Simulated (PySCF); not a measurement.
Name the molecule from its bond curve

A diatomic of charge -1 contains N. Its singlet curve at RHF-MP2 in a double-zeta basis (spin-free X2C with a Gaussian nucleus, PySCF), in eV from the separated fragments:

(R (Å), E (eV)): (1.379, -3.712), (1.444, -4.768), (1.508, -5.414), (1.556, -5.699), (1.604, -5.854), (1.652, -5.911), (1.716, -5.874), (1.796, -5.710), (1.893, -5.422), (2.021, -5.000)

The fit gives ωe = 933 cm⁻¹ and the rotational constant Bₑ = 0.6533 cm⁻¹.

Task: Which atom is the partner?

Result: The minimum lies at 1.663 Å, so the reduced mass is 16.8576 u Å² cm⁻¹/(Bₑ·Re²) = 9.330 u. With N at 14.00 u the partner weighs about 28.0 u: Si. The molecule is SiN⁻.

Correlated steps freeze 6 core orbitals.
